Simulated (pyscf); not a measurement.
SnH₂ [singlet] + hydrogen chloride (HCl) -> SnH₂ [singlet] + hydrogen chloride (HCl) (four-centre exchange; singlet surface; H–Sn, Cl–H broken, H–Sn, Cl–H formed). Structures and frequencies: ωB97X-D3(BJ)/def2-SVP in PySCF. Correlated levels are frozen-core, on RHF or UHF. ΔMP2 is the change of the MP2 total energy from the triple- to the quadruple-zeta basis. Energies in kcal/mol from the separated reactants.

```csv
level,barrier,reaction energy
ωB97X-D3(BJ)/def2-TZVP,76.3,0.0
B3LYP-D3(BJ)/def2-TZVP,68.8,0.0
M06-2X/def2-TZVP,…,0.0
ωB97M-D3(BJ)/def2-TZVP,78.3,0.0
HF/def2-TZVP,100.6,0.0
CCSD(T)/def2-TZVPP,76.5,0.0
CCSD(T)/def2-TZVPP + ΔMP2(QZVPP),…,0.0
```

Question: What belongs in the gaps?

Answer: 
- M06-2X/def2-TZVP, barrier: 73.8
- CCSD(T)/def2-TZVPP + ΔMP2(QZVPP), barrier: 73.0

On the reactant side the descent ends in an adduct with a Cl–Sn contact (not fully relaxed), 8.4 kcal/mol under the separated species and 84.7 kcal/mol under the saddle at ωB97X-D3(BJ)/def2-TZVP. On the product side the descent ends in an adduct with a Cl–Sn contact (not fully relaxed), 8.4 kcal/mol under the separated species and 84.7 kcal/mol under the saddle at ωB97X-D3(BJ)/def2-TZVP. The same reactants have a lower exit, to Cl–SnH: [singlet] + H₂ (barrier -2.1 kcal/mol at ωB97M-D3(BJ), against +78.3 kcal/mol here). One saddle was located; it need not be the lowest between these sides. The CCSD(T) − MP2 part came from Ansatz, without density fitting, on the same reference. The frozen core leaves the outer d or s,p core shells of the metals and heavy elements correlated in the MP2 and CC values, and def2-TZVPP describes them poorly, which can shift differences by a few kcal/mol. Elements past Kr carry the def2 core potentials, without spin-orbit coupling.
